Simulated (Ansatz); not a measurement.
# A ladder of methods for PNH4 (SMILES N=[PH3])

PNH4 has 6 atoms, charge 0, and is taken as a singlet. As SMILES, `N=[PH3]`. Geometry: relaxed at GFN2-xTB.

| atom | x (Å) | y (Å) | z (Å) |
| --- | --- | --- | --- |
| N | 0.6145 | -0.7126 | 0.8681 |
| P | -0.1568 | 0.2251 | -0.0815 |
| H | 1.0353 | -1.5193 | 0.4338 |
| H | -1.2997 | -0.1796 | -0.7813 |
| H | 0.4653 | 0.9308 | -1.1183 |
| H | -0.6585 | 1.2556 | 0.6793 |

Each level gives the energy change with the N1–P2 bond stretched from 1.541 to 3.853 Å (eV). The values are calculated.

```tsv
level	kind	program	value (eV)	less FCI/STO-3G	CPU time (all runs)
HF/STO-3G (restricted)	Hartree–Fock	Ansatz	1.10	-0.18	0.3 s
BHLYP/STO-3G (restricted)	global hybrid	Ansatz	2.40	+1.12	3.3 s
B2PLYP/STO-3G (restricted)	double hybrid	Ansatz	2.47	+1.19	6 s
MP2/STO-3G (restricted)	perturbation theory	Ansatz	1.84	+0.56	0.38 s
BCCD(T)/STO-3G (restricted)	coupled cluster or CI	Ansatz	1.26	-0.02	0.6 s
FCI/STO-3G	exact in the basis	Ansatz	1.28	0.00	9 s
```

FCI/STO-3G is exact within its basis and frozen core, so for wave-function methods in that basis the difference is their error; functionals converge differently with the basis, so for them it is only a difference. The first shape isn't each level's own minimum. The values span 1.10 to 2.47 eV. All rows use very small basis sets, so even the best lies far from the true value. Times are those of the runs behind each value, whatever else they computed, on shared processors of several kinds: orders of magnitude only.
